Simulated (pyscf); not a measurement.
Single points on ωB97X-D3(BJ)/def2-SVP structures (PySCF, gas phase).

**Question.** InH (SMILES [InH]) [singlet] + H₂O (SMILES O) → O=InH (SMILES [O]=[InH]) + H₂ (SMILES [H][H])
Surface: singlet. Broken: H–O, H–O. Formed: In–O, H–H. Give ΔE‡ and ΔE from ωB97M-D3(BJ)/def2-TZVP, relative to the separated reactants.

**Answer.** ΔE‡ = 376.2 kJ/mol, ΔE = +183.4 kJ/mol. Zero-point energy shifts the barrier by -21.1 kJ/mol. It is a concerted two-bond exchange, with an imaginary mode of 1364i cm⁻¹. On the reactant side the descent ends in a bound adduct, 42.3 kJ/mol under the separated species and 417.6 kJ/mol under the saddle at ωB97X-D3(BJ)/def2-TZVP. The same reactants have a lower exit, to HO–In [singlet] + H₂ (barrier +15.6 kJ/mol at ωB97M-D3(BJ)/def2-TZVP, against +376.2 kJ/mol here). O=InH lies 263.3 kJ/mol over its isomer HO–In [singlet] (electronic energy, ωB97M-D3(BJ)/def2-TZVP). One saddle was located; it need not be the lowest between these sides. One closed-shell reference is unstable to symmetry breaking; treat the single-reference values with care. Elements past Kr carry the def2 core potentials, without spin-orbit coupling.
